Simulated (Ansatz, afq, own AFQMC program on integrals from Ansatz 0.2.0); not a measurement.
**HfCl₄, singlet in def2-SVP, levels against AFQMC with the constraint released**

```xyz
5

Hf    0.0324   -0.0324   -0.0323
Cl    1.3702    1.3082    1.3067
Cl   -1.3087   -1.3694    1.3070
Cl   -1.3048    1.3052   -1.3748
Cl    1.0802   -1.0808   -1.0763
```

Connectivity, by distances: Cl–Hf(–Cl)(–Cl)–Cl.

Basis def2-SVP with its core potentials. Noble-gas cores (and the filled d shells of Ga–Kr and In–Xe) are frozen. Ansatz 0.2.0 and our own AFQMC program on the same integrals; the CISD trial comes from CCSD amplitudes, and released means the phaseless constraint is let go. Uncertainties: one standard error, sampling alone. No spin–orbit coupling. The metal's outer-core s and p shells are frozen, which shifts wave-function levels against functionals.

Determinant: RHF, the one that the program's search chose, which needn't be the lowest solution. The geometry is a point of a scan.

No full CI on the walks' own integrals is used here. The released AFQMC energy serves as the reference, which it does only where one determinant dominates, the energy is flat over the last release times and near the phaseless one (40 meV or 2 meV an electron, half that with transition metals). On small molecules, where full CI could be run and the noise was under 10 meV, such values lay within 10 meV of it in 19 cases of 20, a flattering rate, since the rule was set on those same cases; what remains of the bias isn't in the error bar.

Cautions: no spin-orbit coupling; outer-core shells of the metal frozen; higher spins were not checked; the released value is read at 1.20 1/Eh with a noise of 14 meV, more than in the cases checked (meV from the phaseless value at times in 1/Eh: -15 ± 8 at 0.24, -6 ± 7 at 0.48, 10 ± 13 at 0.80, 13 ± 14 at 1.20); released reference can be 30 meV off for metals.

* T1 diagnostic: 0.0134
* weight of the determinant in the CISD state: 0.780
* size of the correlated space: 32 electrons in 80 orbitals

| level | correlation energy (eV) |
| --- | --- |
| MP2 | -17.2099 |
| CCSD | -18.2375 |
| CCSD(T) | -18.7377 |

(1) Estimate where AFQMC with the constraint released lies against CCSD(T) on the same integrals.

(1) 1.15 ± 0.33 kcal/mol below CCSD(T).

Reference: AFQMC with the constraint released, correlation energy -18.788 ± 0.014 eV.

```tsv
level	E − E(reference) (kcal/mol)	share of correlation (%)
CCSD(T)	1.15 ± 0.33	99.73
ph-AFQMC/CISD	-0.29 ± 0.38	100.07
```

A walk keeps the symmetry of its determinant, which the program's search chose and which needn't be the lowest solution, so a lower state of the same spin and another symmetry isn't excluded. Released energies are given only where the last usable release times agree within the noise; a slower fall can still hide under it.
